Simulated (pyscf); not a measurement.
Proton transfer: `[NH2-]` + `[CH2]=[CH2]` → `[NH3]` + `[CH-]=[CH2]`

Gas phase, singlet surface, charge -1. Bonds broken: C4–H6. Bonds formed: N1–H6. Single points on ωB97X-D3(BJ)/def2-SVPD structures (PySCF, gas phase). MP2 and CC: frozen core, UHF for open shells. ΔMP2 is the change of the MP2 total energy from the triple- to the quadruple-zeta basis.

Transition state (Å):

```xyz
9

N      1.6239    -0.2183     0.0797
H      1.8576     0.5993    -0.4937
H      2.0178     0.0135     0.9979
C     -1.1170    -0.3007     0.3427
C     -1.8075     0.7827     0.7441
H      0.2726    -0.2838     0.2021
H     -1.7613    -1.1842     0.1412
H     -1.2834     1.7257     0.9761
H     -2.9045     0.8247     0.8710
```

One imaginary mode, 1340i cm⁻¹; descent along it reached the two sides named, in the forms told below.

```
bond   change  reactant side (Å)  saddle  product side
-----  ------  -----------------  ------  ------------
C4–H6  breaks              1.127   1.397         2.055
N1–H6   forms              1.978   1.358         1.056
```

Electronic energies relative to the separated reactants (eV):

```csv
level,barrier,reaction energy,reverse barrier
ωB97X-D3(BJ)/def2-TZVPD,-0.16,+0.08,-0.24
PBE/def2-TZVPD,-0.39,+0.07,-0.46
r²SCAN/def2-TZVPD,-0.33,+0.06,-0.38
B3LYP-D3(BJ)/def2-TZVPD,-0.23,+0.11,-0.34
PBE0-D3(BJ)/def2-TZVPD,-0.33,+0.04,-0.37
M06-2X/def2-TZVPD,-0.23,+0.05,-0.28
ωB97M-D3(BJ)/def2-TZVPD,-0.17,+0.04,-0.21
HF/def2-TZVPD,0.22,-0.02,0.25
MP2/def2-QZVPPD,-0.10,+0.19,-0.29
CCSD/def2-TZVPPD,-0.07,+0.07,-0.14
CCSD(T)/def2-TZVPPD,-0.14,+0.07,-0.22
CCSD(T)/def2-TZVPPD + ΔMP2(QZVPPD),-0.09,+0.12,-0.21
```

With CCSD(T)/def2-TZVPPD + ΔMP2(QZVPPD) energies and thermal terms (ideal gas, 1 atm, RRHO with modes under 100 cm⁻¹ raised to 100, one conformer, R ln 2 for rigid chiral ones), in eV:

```tsv
T (K)	ΔH‡	ΔG‡	ΔH	ΔG
298	-0.19	0.14	+0.12	+0.09
600	-0.17	0.46	+0.12	+0.05
900	-0.13	0.77	+0.12	+0.01
1200	-0.09	1.06	+0.12	-0.03
```

On the reactant side the descent ends in a bound adduct, 0.44 eV under the separated species and 0.28 eV under the saddle at ωB97X-D3(BJ)/def2-TZVPD. On the product side the descent ends in a bound adduct, 0.52 eV under the separated species and 0.29 eV under the saddle at ωB97X-D3(BJ)/def2-TZVPD. At ωB97X-D3(BJ), PBE, r²SCAN, B3LYP-D3(BJ), PBE0-D3(BJ), M06-2X, ωB97M-D3(BJ), MP2, CCSD, CCSD(T), CCSD(T) the saddle lies under the separated reactants, which points to a path from their complex (located at ωB97X-D3(BJ) alone). At ωB97X-D3(BJ), PBE, r²SCAN, B3LYP-D3(BJ), PBE0-D3(BJ), M06-2X, ωB97M-D3(BJ), MP2, CCSD, CCSD(T), CCSD(T) the saddle lies under the separated products, which points to a path from their complex (located at ωB97X-D3(BJ) alone), and parting the products costs more than the saddle. This is the saddle that the search found; another between the same sides may lie lower. The angle at the transferred H is 178°. The CCSD(T) − MP2 part came from Ansatz, without density fitting, on the same reference.
